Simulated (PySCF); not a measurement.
# C5H8 (1,3-Butadiene, 2-methyl-): the cost of one run

Programs: PySCF 2.14.0, with density-fitted response routines of our own. Each step states its level of theory. These are calculated values for one molecule in the gas phase, unless marked as measured. Atoms count from 0, in the outputs and in this text.

## Step 1: The starting structure

13 atoms, charge 0, multiplicity 1; geometry from: GFN2-xTB. The atoms were then displaced at random by about 0.01 Å, so the start is not that level's minimum.

Bonds of the start (Å): C0–C1 1.36, C1–C2 1.47, C2–C3 1.30, C2–C4 1.50, C0–H5 1.06, C0–H6 1.07, C1–H7 1.09, C3–H8 1.08, C3–H9 1.11, C4–H10 1.09, C4–H11 1.09, C4–H12 1.08.

## Step 2: Geometry optimisation at PBE0-D3(BJ)/def2-TZVP

Job settings and geometry (Å):

```
{"job": {"xc": "PBE0", "basis": "def2-TZVP", "d3": "d3bj", "grid": 2, "shake": 0.01, "kind": "geom"}, "charge": 0, "multiplicity": 1}
C      1.989560    -0.167460    -0.241870
C      0.965260     0.535660     0.301010
C     -0.466950     0.221930     0.178980
C     -1.319330     0.995630     0.787020
C     -0.847580    -0.982810    -0.628500
H      1.807890    -1.015880    -0.849980
H      3.003790     0.157860    -0.111570
H      1.209560     1.423080     0.892450
H     -1.070610     1.861750     1.389240
H     -2.410960     0.788210     0.736670
H     -1.933850    -1.096710    -0.612880
H     -0.390540    -1.876110    -0.194970
H     -0.530430    -0.862050    -1.655920
```

Run with:

```
$ OMP_NUM_THREADS=2 python probes_run.py task.json out
```

One launch serves the whole session: the jobs run in the order shown.

Q: Estimate the wall time and peak memory of this first job on 2 threads of AMD EPYC 7R43, shared host.

About 1.7 min, with a peak of 1 GiB.
